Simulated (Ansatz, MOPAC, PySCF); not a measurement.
Molecule: C2H3O2 (charge 0, doublet). SMILES: CC([O])=O
Structure (B3LYP-D3(BJ)/def2-TZVP (Ansatz, a first-principles code) minimum search):
```
C
H 1 1.0815
H 1 1.0861 2 113.02
H 1 1.0861 2 113.02 3 129.40
C 1 1.6741 2 111.95 4 115.30
O 5 1.2023 1 114.77 2 -180.00
O 5 1.2386 6 141.41 1 -180.00
```
Charge 0, spin multiplicity 2.

Unscaled harmonic wavenumbers (cm⁻¹) in rising order, each level at the stationary point that it reaches from this structure (no distance between atoms moves by over 0.3 Å); the order of modes can differ between levels, and a negative number is imaginary. B3LYP-D3(BJ)/def2-TZVP (PySCF, at the structure above): 94, 126, 406, 591, 618, 895, 940, 1122, 1317, 1423, 1469, 1718, 3079, 3190, 3222.

PM3 (MOPAC): 19, 351, 444, 558, 953, 998, 1010, 1356, 1381, 1392, 1465, 1924, 3082, 3089, 3174. Zero-point energy 30.3 against 28.9 kcal/mol; where all levels lie over 400 cm⁻¹, the wavenumbers are on average 1.083 times those of B3LYP-D3(BJ)/def2-TZVP.

PM6 (MOPAC): 102, 261, 445, 544, 895, 1001, 1005, 1156, 1212, 1216, 1310, 1820, 2674, 2676, 2772. Zero-point energy 27.3 against 28.9 kcal/mol; where all levels lie over 400 cm⁻¹, the wavenumbers are on average 0.998 times those of B3LYP-D3(BJ)/def2-TZVP.

B3LYP/6-31G* (Ansatz): 99, 213, 403, 600, 604, 978, 994, 1077, 1366, 1458, 1502, 1793, 3082, 3180, 3204. Zero-point energy 29.4 against 28.9 kcal/mol; where all levels lie over 400 cm⁻¹, the wavenumbers are on average 1.017 times those of B3LYP-D3(BJ)/def2-TZVP.
